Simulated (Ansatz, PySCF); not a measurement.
This Ansatz (a quantum-chemistry and plane-wave program) input computes a CAM-B3LYP/def2-TZVPD energy:

Ansatz 0.2 input:
```yaml
crystal:
  periodic: [false, false, false]
  atoms:
    - {symbol: O, position_ang: [-1.66114469, 0.13057589, 0.03706797]}
    - {symbol: C, position_ang: [-0.58344504, -0.40829064, -0.06362926]}
    - {symbol: S, position_ang: [1.04936424, 0.08782104, 0.00532698]}
basis:
  gaussian:
    orbitals: def2-TZVPD
hamiltonian:
  xc: {name: CAM-B3LYP}
total_charge: -1
magnetization: {spin_polarized: true, initial_magnetization: 1}
output: {forces: true}
```

Task: Write an input for the same energy in PySCF and say what it gives.

Result: 
```python
from pyscf import gto, scf, dft

mol = gto.M(
    atom='''
    O    -1.66114469    0.13057589    0.03706797
    C    -0.58344504   -0.40829064   -0.06362926
    S     1.04936424    0.08782104    0.00532698
    ''',
    basis='def2-tzvpd',
    charge=-1,
    spin=1,
    verbose=4,
)

mf = dft.UKS(mol, xc='camb3lyp').density_fit(auxbasis='def2-universal-jkfit')
mf.grids.level = 3
mf.conv_tol = 1e-9
mf.max_cycle = 100
mf.max_memory = 1500
mf.kernel()
if not mf.converged:
    mf = mf.newton()
    mf.kernel(mf.make_rdm1())
for _ in range(2):
    mo, _, stable, _ = mf.stability(return_status=True)
    if stable:
        break
    mf.kernel(mf.make_rdm1(mo, mf.mo_occ))
mf.analyze()
```
It gives -511.56954 Eh, and Ansatz -511.56953 Eh, a difference of 0.01 mEh.
